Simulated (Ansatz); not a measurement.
Input for Ansatz (development build ahead of 0.2.0):

```yaml
crystal:
  periodic: [false, false, false]
  atoms:
    - { symbol: B, position_ang: [-0.00714, 0.00239, -1.32981] }
    - { symbol: C, position_ang: [0.00713, -0.00661, 0.18035] }
    - { symbol: O, position_ang: [-0.00857, 0.0029, 1.31033] }
    - { symbol: H, position_ang: [0.00517, -1.17469, -1.63797] }
    - { symbol: H, position_ang: [-1.02582, 0.59591, -1.65156] }
    - { symbol: H, position_ang: [1.02702, 0.58444, -1.65038] }
basis:
  gaussian: { orbitals: cc-pVTZ }
hamiltonian:
  xc: hf
correlation:
  method: mp2
  frozen_orbitals: { B: 1, C: 1, H: 0, O: 1 }
```

The input is written out in the form of the current development build from the run's settings.

The run gave:

| Item | Value |
| --- | --- |
| Converged | yes |
| Reference energy | -139.19043 hartree |
| Correlation energy | -0.50038 hartree |
| Total energy | -139.69081 hartree |
| Spin squared of the determinant | 0.000 |
